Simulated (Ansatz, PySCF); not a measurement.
# How well does each level of theory give the cohesive energy of zinc-blende GaSb?

Reference value: 3.03 eV/atom (measured, zero-point energy (9/8 kB θD) added and atomic spin-orbit splittings removed, spin-orbit-averaged atoms; as tabulated in Paulus et al. (1996), arXiv:cond-mat/9605064).

Question: Which of these levels comes closest to the reference?
(A) r²SCAN-D4 (Ansatz, a program for electronic structure)
(B) MP2 (PySCF)
(C) Hartree–Fock (PySCF)
(D) PBE (Ansatz)

Answer: A, r²SCAN-D4 (Ansatz)

```tsv
level (code)	value (eV/atom)	cell (Å³/atom)	error (eV/atom)
PBE (Ansatz)	2.82	29.99	-0.21
r²SCAN-D4 (Ansatz)	3.07	28.44	+0.04
Hartree–Fock (PySCF)	1.46 ± 0.1	29.71	-1.57
MP2 (PySCF)	3.26 ± 0.2	28.85	+0.23
```

Closest of the ranked levels: r²SCAN-D4 (+0.04 eV/atom). Among them Hartree–Fock (-1.57 eV/atom) misses by most. Of the ranked levels only r²SCAN-D4 lands within 0.1 eV/atom.

Free atoms are spin-polarised, in the lowest state found; at levels without +SOC their spin–orbit coupling is left out.  A ± on a computed value is a rough bar: the spread of its extrapolation, a floor set from checks against published values, or a statistical error. Density-functional levels without +SOC have no spin–orbit coupling, which shifts binding energies of heavy elements. Each level is taken at its own relaxed cell. Cutoffs differ between the levels. Ansatz's density-functional and Hartree–Fock values are scalar-relativistic unless marked +SOC, with PAW data made under PBE.

Differences are worked out from the printed values.
